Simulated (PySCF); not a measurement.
# C2HCl2O2+: NMR shifts at several levels of theory

How much do the NMR shifts of C2HCl2O2+ (`[H]/[O+]=C(/Cl)C(=O)Cl`) depend on the level of theory, and what does each level cost?

Programs: PySCF 2.14.0, with density-fitted response routines of our own. Each step states its level of theory. These are calculated values for one molecule in the gas phase, unless marked as measured. Atoms count from 0, in the outputs and in this text.

## (1) The starting structure

7 atoms, charge 1, multiplicity 1; geometry from: GFN2-xTB.

Bonds of the start (Å): O0–C1 1.19, C1–Cl2 1.69, C1–C3 1.56, C3–O4 1.26, C3–Cl5 1.63, O4–H6 1.00.

## (2) Optimising the geometry at PBE0-D3(BJ)/def2-SVP

The job: settings as JSON, then the geometry in Å.

```
{"job": {"xc": "PBE0", "basis": "def2-SVP", "d3": "d3bj", "grid": 1, "kind": "geom"}, "charge": 1, "multiplicity": 1}
O     -0.260900    -2.011760    -0.441390
C      0.186120    -0.926090    -0.242640
Cl     1.793250    -0.421440    -0.332020
C     -0.855570     0.172100     0.153040
O     -2.050070    -0.231470     0.217110
Cl    -0.462060     1.723430     0.463440
H     -2.162600    -1.203510     0.005220
```

The log of the run:

```text
step   0  E = -1146.32112090  max force = 0.018215
step   1  E = -1146.32201073  max force = 0.005163
step   2  E = -1146.32198802  max force = 0.007664
step   3  E = -1146.32214353  max force = 0.001891
step   4  E = -1146.32214211  max force = 0.000901
step   5  E = -1146.32214823  max force = 0.000178
optimisation converged
```

Wall time 12 s (4 threads of Arm Neoverse V2, shared host).

The steps of the relaxation:

```
step  energy from step 0 (eV)  largest force component (eV/Å)
   0                   0.0000                          0.9367
   1                  -0.0242                          0.2655
   2                  -0.0236                          0.3941
   3                  -0.0278                          0.0972
   4                  -0.0278                          0.0463
   5                  -0.0280                          0.0092
```

Close pairs (by a distance rule), those that changed most:

```
  bond  before (Å)  after (Å)  change (Å)
 C1–C3       1.565      1.554      -0.011
 C3–O4       1.262      1.252      -0.011
C1–Cl2       1.687      1.682      -0.005
C3–Cl5       1.630      1.633      +0.002
 O4–H6       1.001      0.999      -0.002
 O0–C1       1.191      1.191      -0.000
```

The end geometry stands in the next job.

```
                         at the end point                value
  point group (found at 0.08 Å tolerance)                   Cs
rotational constants (GHz, main isotopes)  3.281, 2.007, 1.245
```

## (3) NMR shieldings: PBE0/pcSseg-2

The job: settings as JSON, then the geometry in Å.

```
{"job": {"kind": "nmr", "xc": "PBE0", "basis": "pcSseg-2", "pop": false}, "charge": 1, "multiplicity": 1}
O     -0.304639    -1.992900    -0.426869
C      0.173249    -0.919332    -0.235997
Cl     1.784657    -0.445887    -0.331719
C     -0.862560     0.171422     0.153366
O     -2.045881    -0.233687     0.207406
Cl    -0.492062     1.728658     0.475060
H     -2.064594    -1.207012    -0.018488
```

With the program's defaults for keys left out, this is: GIAO PBE0/pcSseg-2 NMR shielding, non-relativistic, gas phase.

The log of the run:

```text
coarse grid: 8216 points
cycle   1  E = -1146.6685754059  dE =  1.725e+00  |g| = 1.072e+00  |ddm| = 2.088e+00
cycle   2  E = -1145.6436585619  dE =  1.025e+00  |g| = 2.598e+00  |ddm| = 1.735e+00
cycle   3  E = -1146.8994129934  dE = -1.256e+00  |g| = 1.938e-01  |ddm| = 1.261e+00
cycle   4  E = -1146.8994572908  dE = -4.430e-05  |g| = 2.124e-01  |ddm| = 3.086e-01
cycle   5  E = -1146.9091625931  dE = -9.705e-03  |g| = 2.300e-02  |ddm| = 1.379e-01
cycle   6  E = -1146.9092421800  dE = -7.959e-05  |g| = 1.311e-02  |ddm| = 1.983e-02
cycle   7  E = -1146.9092711036  dE = -2.892e-05  |g| = 3.210e-03  |ddm| = 7.365e-03
cycle   8  E = -1146.9092731212  dE = -2.018e-06  |g| = 1.154e-03  |ddm| = 2.754e-03
final grid: 73696 points
cycle   9  E = -1146.9115561160  dE = -4.859e-05  |g| = 1.152e-02  |ddm| = 2.633e-02
cycle  10  E = -1146.9114764144  dE =  7.970e-05  |g| = 2.339e-02  |ddm| = 1.520e-02
cycle  11  E = -1146.9115768324  dE = -1.004e-04  |g| = 1.915e-03  |ddm| = 1.127e-02
cycle  12  E = -1146.9115772725  dE = -4.401e-07  |g| = 9.554e-04  |ddm| = 1.321e-03
cycle  13  E = -1146.9115774397  dE = -1.672e-07  |g| = 9.078e-05  |ddm| = 4.655e-04
cycle  14  E = -1146.9115774408  dE = -1.074e-09  |g| = 5.891e-05  |ddm| = 9.899e-05
cycle  15  E = -1146.9115774415  dE = -7.226e-10  |g| = 1.257e-05  |ddm| = 4.529e-05
converged SCF energy = -1146.9115774415

GIAO shielding tensors (ppm)
atom      isotropic    diamagn.    paramagn.     s11        s22        s33       span
  0 O     -267.553     390.855    -658.407   -671.567   -451.902    320.811    992.379
  1 C        8.666     252.550    -243.885   -107.583     51.378     82.201    189.784
  2 Cl     470.048    1146.272    -676.225     33.230    619.677    757.235    724.005
  3 C      -30.646     252.600    -283.246   -120.166    -42.373     70.600    190.766
  4 O       -2.905     383.087    -385.992   -268.861    -38.046    298.191    567.052
  5 Cl     420.717    1146.124    -725.406     26.757    506.006    729.389    702.632
  6 H       17.250      27.070      -9.819     11.650     18.813     21.289      9.639
```

Run time: 17 s. Hardware: 4 threads of Arm Neoverse V2, shared host.

Shifts follow as δ = σ(reference) − σ, with reference shieldings (ppm) from runs at the same level and on the same kind of geometry: ¹H TMS 31.25, ¹³C TMS 184.1, ¹⁷O H2O 328.2, ³⁵Cl HCl 941. The references are single molecules in the gas phase, so shifts against H2O, NH3, PH3, H3PO4 or CFCl3 are not on the usual liquid scales and can be off by tens of ppm.

```
atoms                        environment  σ (ppm)  δ (ppm)
   C3       carbonyl carbon bonded to Cl    -30.6    214.8
   C1       carbonyl carbon bonded to Cl      8.7    175.5
   H6  hydrogen on an oxygen bonded to C    17.25    13.99
   O0                    carbonyl oxygen   -267.6    595.7
   O4              oxygen bonded to C, H     -2.9    331.1
  Cl5               chlorine bonded to C      421      520
  Cl2               chlorine bonded to C      470      471
```

## (4) Shielding tensors: PBE/pcSseg-2

Same as in step 3 but for these lines:

```diff
@@ -1,2 +1,2 @@
-{"job": {"kind": "nmr", "xc": "PBE0", "basis": "pcSseg-2", "pop": false}, "charge": 1, "multiplicity": 1}
+{"job": {"kind": "nmr", "xc": "PBE", "basis": "pcSseg-2", "pop": false}, "charge": 1, "multiplicity": 1}
 O     -0.304639    -1.992900    -0.426869
```

Method: GIAO PBE/pcSseg-2 NMR shielding, non-relativistic, gas phase.

The log of the run:

```text
coarse grid: 8216 points
cycle   1  E = -1146.6363239435  dE =  1.565e+00  |g| = 1.077e+00  |ddm| = 2.131e+00
cycle   2  E = -1143.3647321544  dE =  3.272e+00  |g| = 3.482e+00  |ddm| = 2.358e+00
cycle   3  E = -1146.6500670847  dE = -3.285e+00  |g| = 9.901e-01  |ddm| = 2.141e+00
cycle   4  E = -1146.8398609757  dE = -1.898e-01  |g| = 2.947e-01  |ddm| = 6.862e-01
cycle   5  E = -1146.8504631749  dE = -1.060e-02  |g| = 1.785e-01  |ddm| = 3.232e-01
cycle   6  E = -1146.8580574966  dE = -7.594e-03  |g| = 2.923e-02  |ddm| = 1.594e-01
cycle   7  E = -1146.8581145139  dE = -5.702e-05  |g| = 2.120e-02  |ddm| = 3.139e-02
cycle   8  E = -1146.8582234606  dE = -1.089e-04  |g| = 6.297e-03  |ddm| = 2.128e-02
cycle   9  E = -1146.8582331704  dE = -9.710e-06  |g| = 2.073e-03  |ddm| = 6.069e-03
final grid: 73696 points
cycle  10  E = -1146.8613979055  dE = -5.579e-05  |g| = 1.774e-02  |ddm| = 3.536e-02
cycle  11  E = -1146.8609383380  dE =  4.596e-04  |g| = 5.167e-02  |ddm| = 3.185e-02
cycle  12  E = -1146.8614431272  dE = -5.048e-04  |g| = 6.033e-03  |ddm| = 2.683e-02
cycle  13  E = -1146.8614491070  dE = -5.980e-06  |g| = 3.569e-03  |ddm| = 6.310e-03
cycle  14  E = -1146.8614516915  dE = -2.585e-06  |g| = 6.878e-04  |ddm| = 2.100e-03
cycle  15  E = -1146.8614517810  dE = -8.943e-08  |g| = 1.523e-04  |ddm| = 4.588e-04
cycle  16  E = -1146.8614517847  dE = -3.738e-09  |g| = 8.116e-05  |ddm| = 1.719e-04
cycle  17  E = -1146.8614517864  dE = -1.726e-09  |g| = 1.913e-05  |ddm| = 6.947e-05
cycle  18  E = -1146.8614517865  dE = -8.299e-11  |g| = 2.629e-06  |ddm| = 1.424e-05
converged SCF energy = -1146.8614517865

GIAO shielding tensors (ppm)
atom      isotropic    diamagn.    paramagn.     s11        s22        s33       span
  0 O     -244.883     390.643    -635.526   -609.193   -427.780    302.322    911.515
  1 C        5.135     252.881    -247.746   -100.709     40.617     75.499    176.208
  2 Cl     415.740    1146.268    -730.529     -2.927    609.291    640.855    643.783
  3 C      -28.526     253.247    -281.773   -112.883    -34.679     61.982    174.865
  4 O       -6.673     382.834    -389.507   -266.483    -41.463    287.927    554.410
  5 Cl     383.997    1146.170    -762.173     11.642    419.683    720.667    709.024
  6 H       17.296      27.427     -10.131     12.145     18.760     20.984      8.838
```

It took 14 s on 4 threads of Arm Neoverse V2, shared host.

Key values: δ C3 207.9, C1 174.3, O0 572.8, O4 334.6, H6 13.88 ppm.

## (5) NMR shieldings: wB97X-D/pcSseg-2

Same as in step 4 but for these lines:

```diff
@@ -1,2 +1,2 @@
-{"job": {"kind": "nmr", "xc": "PBE", "basis": "pcSseg-2", "pop": false}, "charge": 1, "multiplicity": 1}
+{"job": {"kind": "nmr", "xc": "wB97X-D", "basis": "pcSseg-2", "pop": false}, "charge": 1, "multiplicity": 1}
 O     -0.304639    -1.992900    -0.426869
```

With the program's defaults for keys left out, this is: GIAO wB97X-D/pcSseg-2 NMR shielding, non-relativistic, gas phase.

The log of the run:

```text
coarse grid: 8216 points
cycle   1  E = -1147.0266225311  dE =  1.888e+00  |g| = 1.236e+00  |ddm| = 2.035e+00
cycle   2  E = -1146.5122644732  dE =  5.144e-01  |g| = 2.196e+00  |ddm| = 1.594e+00
cycle   3  E = -1147.3622738429  dE = -8.500e-01  |g| = 1.452e-01  |ddm| = 9.534e-01
cycle   4  E = -1147.3646930142  dE = -2.419e-03  |g| = 1.208e-01  |ddm| = 1.850e-01
cycle   5  E = -1147.3674207350  dE = -2.728e-03  |g| = 1.873e-02  |ddm| = 7.227e-02
cycle   6  E = -1147.3674885115  dE = -6.778e-05  |g| = 9.206e-03  |ddm| = 1.589e-02
cycle   7  E = -1147.3675054129  dE = -1.690e-05  |g| = 3.442e-03  |ddm| = 7.476e-03
cycle   8  E = -1147.3675087450  dE = -3.332e-06  |g| = 7.251e-04  |ddm| = 3.506e-03
final grid: 73696 points
cycle   9  E = -1147.3754381154  dE = -1.491e-04  |g| = 7.140e-03  |ddm| = 3.917e-02
cycle  10  E = -1147.3754362606  dE =  1.855e-06  |g| = 8.088e-03  |ddm| = 1.111e-02
cycle  11  E = -1147.3754500495  dE = -1.379e-05  |g| = 7.795e-04  |ddm| = 5.474e-03
cycle  12  E = -1147.3754501090  dE = -5.950e-08  |g| = 5.747e-04  |ddm| = 7.101e-04
cycle  13  E = -1147.3754501699  dE = -6.099e-08  |g| = 1.772e-04  |ddm| = 2.963e-04
cycle  14  E = -1147.3754501778  dE = -7.845e-09  |g| = 4.598e-05  |ddm| = 1.621e-04
cycle  15  E = -1147.3754501785  dE = -7.226e-10  |g| = 2.245e-05  |ddm| = 5.129e-05
converged SCF energy = -1147.3754501785

GIAO shielding tensors (ppm)
atom      isotropic    diamagn.    paramagn.     s11        s22        s33       span
  0 O     -274.619     391.147    -665.766   -690.996   -458.897    326.037   1017.033
  1 C        7.144     252.195    -245.051   -112.027     52.367     81.093    193.120
  2 Cl     474.423    1146.504    -672.081     27.171    602.727    793.373    766.202
  3 C      -34.475     252.469    -286.944   -126.264    -48.207     71.048    197.312
  4 O       -3.324     383.242    -386.566   -270.290    -39.469    299.788    570.078
  5 Cl     421.557    1146.322    -724.765     17.242    531.665    715.764    698.522
  6 H       17.335      26.984      -9.650     11.779     18.885     21.340      9.561
```

It took 22 s on 4 threads of Arm Neoverse V2, shared host.

Key values: δ C3 218.9, C1 177.3, O0 601.5, O4 330.2, H6 14.02 ppm.

## (6) Shielding tensors: KT2/pcSseg-2

Same as in step 5 but for these lines:

```diff
@@ -1,2 +1,2 @@
-{"job": {"kind": "nmr", "xc": "wB97X-D", "basis": "pcSseg-2", "pop": false}, "charge": 1, "multiplicity": 1}
+{"job": {"kind": "nmr", "xc": "KT2", "basis": "pcSseg-2", "pop": false}, "charge": 1, "multiplicity": 1}
 O     -0.304639    -1.992900    -0.426869
```

Method: GIAO KT2/pcSseg-2 NMR shielding, non-relativistic, gas phase.

The log of the run:

```text
coarse grid: 8216 points
cycle   1  E = -1157.5113128986  dE =  1.631e+00  |g| = 1.163e+00  |ddm| = 2.131e+00
cycle   2  E = -1154.1843958965  dE =  3.327e+00  |g| = 3.510e+00  |ddm| = 2.557e+00
cycle   3  E = -1157.5619526142  dE = -3.378e+00  |g| = 9.796e-01  |ddm| = 2.294e+00
cycle   4  E = -1157.7503269453  dE = -1.884e-01  |g| = 3.365e-01  |ddm| = 7.584e-01
cycle   5  E = -1157.7669465311  dE = -1.662e-02  |g| = 1.721e-01  |ddm| = 3.319e-01
cycle   6  E = -1157.7740679175  dE = -7.121e-03  |g| = 2.359e-02  |ddm| = 1.569e-01
cycle   7  E = -1157.7741691615  dE = -1.012e-04  |g| = 9.582e-03  |ddm| = 2.185e-02
cycle   8  E = -1157.7741831745  dE = -1.401e-05  |g| = 5.469e-03  |ddm| = 1.074e-02
cycle   9  E = -1157.7741897688  dE = -6.594e-06  |g| = 2.339e-03  |ddm| = 5.724e-03
final grid: 73696 points
cycle  10  E = -1157.7891324296  dE = -3.161e-04  |g| = 3.614e-02  |ddm| = 1.146e-01
cycle  11  E = -1157.7879797273  dE =  1.153e-03  |g| = 7.220e-02  |ddm| = 7.778e-02
cycle  12  E = -1157.7892730894  dE = -1.293e-03  |g| = 1.670e-02  |ddm| = 7.002e-02
cycle  13  E = -1157.7893295767  dE = -5.649e-05  |g| = 9.193e-03  |ddm| = 1.460e-02
cycle  14  E = -1157.7893460976  dE = -1.652e-05  |g| = 1.167e-03  |ddm| = 4.896e-03
cycle  15  E = -1157.7893463254  dE = -2.278e-07  |g| = 5.841e-04  |ddm| = 1.022e-03
cycle  16  E = -1157.7893463950  dE = -6.957e-08  |g| = 1.073e-04  |ddm| = 3.797e-04
cycle  17  E = -1157.7893463973  dE = -2.346e-09  |g| = 3.863e-05  |ddm| = 8.819e-05
cycle  18  E = -1157.7893463977  dE = -3.206e-10  |g| = 1.143e-05  |ddm| = 3.522e-05
converged SCF energy = -1157.7893463977

GIAO shielding tensors (ppm)
atom      isotropic    diamagn.    paramagn.     s11        s22        s33       span
  0 O     -217.613     387.557    -605.170   -551.642   -399.928    298.732    850.373
  1 C       16.563     253.795    -237.232    -83.005     45.782     86.912    169.916
  2 Cl     464.283    1147.944    -683.660     71.472    625.674    695.705    624.233
  3 C      -15.996     254.411    -270.407    -93.996    -20.201     66.211    160.207
  4 O        7.528     379.447    -371.919   -241.516    -23.468    287.569    529.085
  5 Cl     438.949    1147.802    -708.853     87.244    491.387    738.216    650.972
  6 H       17.448      27.076      -9.628     11.993     18.895     21.455      9.462
```

Run time: 14 s. Hardware: 4 threads of Arm Neoverse V2, shared host.

In short: δ C3 198.3, C1 165.7, O0 542.0, O4 316.8, H6 13.73 ppm.

## (7) Nuclear shieldings: HF/pcSseg-2

Same as in step 6 but for these lines:

```diff
@@ -1,2 +1,2 @@
-{"job": {"kind": "nmr", "xc": "KT2", "basis": "pcSseg-2", "pop": false}, "charge": 1, "multiplicity": 1}
+{"job": {"kind": "nmr", "xc": "HF", "basis": "pcSseg-2", "pop": false}, "charge": 1, "multiplicity": 1}
 O     -0.304639    -1.992900    -0.426869
```

Level: GIAO HF/pcSseg-2 NMR shielding, non-relativistic, gas phase.

The log of the run:

```text
final grid: 73696 points
cycle   1  E = -1144.4796184387  dE =  2.160e+00  |g| = 1.187e+00  |ddm| = 2.037e+00
cycle   2  E = -1144.5904031053  dE = -1.108e-01  |g| = 1.117e+00  |ddm| = 1.225e+00
cycle   3  E = -1144.8245808260  dE = -2.342e-01  |g| = 1.002e-01  |ddm| = 5.511e-01
cycle   4  E = -1144.8281918355  dE = -3.611e-03  |g| = 5.201e-02  |ddm| = 1.284e-01
cycle   5  E = -1144.8291265051  dE = -9.347e-04  |g| = 1.724e-02  |ddm| = 4.910e-02
cycle   6  E = -1144.8293698853  dE = -2.434e-04  |g| = 9.483e-03  |ddm| = 2.729e-02
cycle   7  E = -1144.8294351394  dE = -6.525e-05  |g| = 3.505e-03  |ddm| = 1.519e-02
cycle   8  E = -1144.8294449310  dE = -9.792e-06  |g| = 1.543e-03  |ddm| = 6.227e-03
cycle   9  E = -1144.8294459962  dE = -1.065e-06  |g| = 4.098e-04  |ddm| = 1.978e-03
cycle  10  E = -1144.8294461222  dE = -1.260e-07  |g| = 1.217e-04  |ddm| = 9.353e-04
cycle  11  E = -1144.8294461327  dE = -1.045e-08  |g| = 4.583e-05  |ddm| = 2.727e-04
cycle  12  E = -1144.8294461338  dE = -1.163e-09  |g| = 1.859e-05  |ddm| = 8.006e-05
cycle  13  E = -1144.8294461341  dE = -2.324e-10  |g| = 6.946e-06  |ddm| = 3.013e-05
converged SCF energy = -1144.8294461341

GIAO shielding tensors (ppm)
atom      isotropic    diamagn.    paramagn.     s11        s22        s33       span
  0 O     -309.757     391.546    -701.304   -770.566   -515.089    356.383   1126.949
  1 C       18.233     250.347    -232.114   -121.979     76.718     99.959    221.938
  2 Cl     574.516    1145.813    -571.297    146.829    635.714    941.003    794.174
  3 C      -30.718     249.578    -280.296   -130.029    -52.553     90.429    220.458
  4 O       24.408     383.639    -359.231   -247.135      4.265    316.093    563.228
  5 Cl     511.509    1145.694    -634.185     78.513    725.181    730.833    652.320
  6 H       17.410      26.525      -9.115     10.588     18.542     23.101     12.513
```

It took 10 s on 4 threads of Arm Neoverse V2, shared host.

This run: δ C3 222.2, C1 173.2, O0 636.1, O4 301.9, H6 14.27 ppm.

## (8) Side by side: NMR shifts

Shifts (ppm) of some atoms, chosen among heavy atoms and hydrogens apart, with basis size and wall time:

```
             run     C3     H6     O0     O4  Cl5  Cl2  functions  time
   PBE0/pcSseg-2  214.8  13.99  595.7  331.1  520  471        244  17 s
    PBE/pcSseg-2  207.9  13.88  572.8  334.6  550  518        244  14 s
wB97X-D/pcSseg-2  218.9  14.02  601.5  330.2  514  461        244  22 s
    KT2/pcSseg-2  198.3  13.73  542.0  316.8  504  478        244  14 s
     HF/pcSseg-2  222.2  14.27  636.1  301.9  433  370        244  10 s
```

## (9) What came out

| quantity | value |
| --- | --- |
| point group | Cs |
| rotational constants (main isotopes) | 3.28, 2.01, 1.25 GHz |
| ¹³C shifts against TMS (PBE0/pcSseg-2) | 214.8, 175.5 ppm |
| ¹H shifts against TMS (PBE0/pcSseg-2) | 13.99 ppm |
| ¹⁷O shifts against H2O (PBE0/pcSseg-2) | 595.7, 331.1 ppm |
| ³⁵Cl shifts against HCl (PBE0/pcSseg-2) | 520, 471 ppm |
| range of the shift of Cl2 | 370 to 518 ppm |

**Reading.** Single values in the summary come from the first sound run of each kind (PBE0/pcSseg-2), which need not be the best level. The optimisation took 5 steps and gained 0.028 eV; among the close pairs (by a distance rule), C1–C3 changed most, from 1.565 to 1.554 Å. At PBE0/pcSseg-2: Shielding is most anisotropic at O0 (span 992 ppm, paramagnetic term -658 ppm). Across the 5 runs the shift of Cl2 moves most, between 370 (HF/pcSseg-2) and 518 ppm (PBE/pcSseg-2).
